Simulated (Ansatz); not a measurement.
AlP, quintet: reading a ladder of total energies

Geometry: that of the AlP, triplet, kept fixed. The singlet lies 1.6 eV lower here.

```xyz
2

Al    0.0000    0.0000    0.0000
P     0.0000    0.0000    2.2080
```

Basis 6-31G; Ansatz 0.2.0. Correlated methods freeze the noble-gas cores, which leaves 8 electrons in 16 orbitals. R marks a restricted (for open shells ROHF) determinant, U an unrestricted one.

Full CI is exact within this basis and frozen core; it isn't the basis-set limit. The frozen core follows each run's orbitals, which can shift R against U totals by a few meV.

Runs differ by some tens of microhartree through their thresholds and, for an open shell, their frozen cores, so steps under 0.1 kcal/mol mean nothing.

```
    level  total energy (hartree)
      UHF             -582.500035
     UMP2             -582.534403
    UCCSD             -582.549400
 UCCSD(T)             -582.550485
   UCCSDT             -582.550913
UCCSDT(Q)             -582.550944
  UCCSDTQ             -582.550943
  full CI             -582.550933
```

Task: What is the correlation energy at full CI, and what share of it do UMP2 and UCCSD(T) recover?

Result: E(corr) = -582.550933 − (-582.500035) = -0.050898 hartree = -1.385 eV. UMP2: -0.034368 / -0.050898 = 67.52 %. UCCSD(T): -0.050450 / -0.050898 = 99.12 %.

Task: By how many kcal/mol does UCCSD(T) miss full CI (1 hartree = 627.509 kcal/mol), and which steps make up the rest?

Result: -582.550485 − (-582.550933) = 0.000448 hartree = 0.28 kcal/mol. Steps: UCCSDT − UCCSD(T) = -0.27, UCCSDT(Q) − UCCSDT = -0.02, UCCSDTQ − UCCSDT(Q) = 0.00, full CI − UCCSDTQ = 0.01 kcal/mol. That is within 1 kcal/mol of the reference in this basis, which itself misses far more of the correlation at the basis-set limit.
